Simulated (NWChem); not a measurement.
System: CH$_{3}$O anion

The following NWChem deck was run.

```
start job
memory heap 200 mb stack 900 mb global 1100 mb
charge -1
geometry units angstroms
  C      0.000000     0.000000    -0.531977
  O      0.000000     0.000000     0.804146
  H      0.728450     0.728450    -1.028993
  H      0.266631    -0.995081    -1.028993
  H     -0.995081     0.266631    -1.028993
end
basis spherical
  * library def2-tzvp
end
dft
  xc pbe0
  iterations 150
end
driver
  maxiter 120
end
task dft optimize
task dft freq
```

Sets without diffuse functions describe the anion's extra electron poorly. The highest occupied level is positive, so the extra electron may be held by the finite basis.

The level has its own optimisation; frequencies are unscaled.

Q: Give the results of this calculation. (PBE0/def2-TZVP.) Quantities: r C–O (Å); r C–H (Å); highest harmonic frequency (cm⁻¹); lowest (cm⁻¹); zero-point energy (kcal/mol).

A: 
```yaml
r C–O (Å): 1.314
r C–H (Å): 1.146
highest harmonic frequency (cm⁻¹): 2563
lowest (cm⁻¹): 1188
zero-point energy (kcal/mol): 21.9
```
